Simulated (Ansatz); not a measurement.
## Structure relaxation of Pt3I2

All numbers below come from Ansatz, DFT PBE, scalar-relativistic, plane waves, PAW. Cutoff 420 eV, Γ-centred k mesh, Gaussian smearing, no spin polarisation in the final step.

The start puts Pt3I2 on the A-type sesquioxide structure type (P-3m1, No. 164), with I in place of La, Pt in place of O, at a guessed volume.

```
Pt I
1.0
     4.55967    0.00000    0.00000
    -2.27983    3.94879    0.00000
     0.00000    0.00000    7.09410
Pt I
3 2
Direct
  0.00000 0.00000 0.00000
  0.33333 0.66667 0.64500
  0.66667 0.33333 0.35500
  0.33333 0.66667 0.24500
  0.66667 0.33333 0.75500
```

Cell and atoms relax at zero pressure; the relaxation can't lower the symmetry of the start. After a coarse first stage the cell is made exact in the group found at 0.06 Å.

Formation energies are uncorrected and refer to the elements' standard structures at the same level.

Q: Which crystal results?

A: It keeps P-3m1 (No. 164), but not the shape of the type it started on. Conventional cell: a = 3.777 Å, c = 8.914 Å. Pt on Wyckoff site a (1 atom of the primitive cell) has 6 I at 2.82 Å; Pt on Wyckoff site d (2 atoms of the primitive cell) is coordinated by 3 Pt at 2.69 Å and 3 I at 2.88 Å; around I lie 6 Pt at 2.82–2.88 Å.

```
Pt I
1.0
     3.77743    0.00000    0.00000
    -1.88871    3.27135    0.00000
     0.00000    0.00000    8.91357
Pt I
3 2
Direct
  0.00000 0.00000 0.00000
  0.33333 0.66667 0.58844
  0.66667 0.33333 0.41156
  0.33333 0.66667 0.20038
  0.66667 0.33333 0.79962
```

Q: What are its volume, energy, density and gap?

A: The volume per atom is 22.03 Å³ and the density is 12.65 g/cm³. The energy over the elements is 0.48 eV/atom and the gap on the 12×12×4 mesh is 0 eV (a metal).

The final run used a 12×12×4 mesh on its 5-atom cell and 0.10 eV smearing. For metals, differences of a few meV/atom aren't resolved. Spin–orbit coupling is left out. Symmetry constrained the relaxation, so the result can be a saddle point. The steps took roughly 5 core-minutes in all.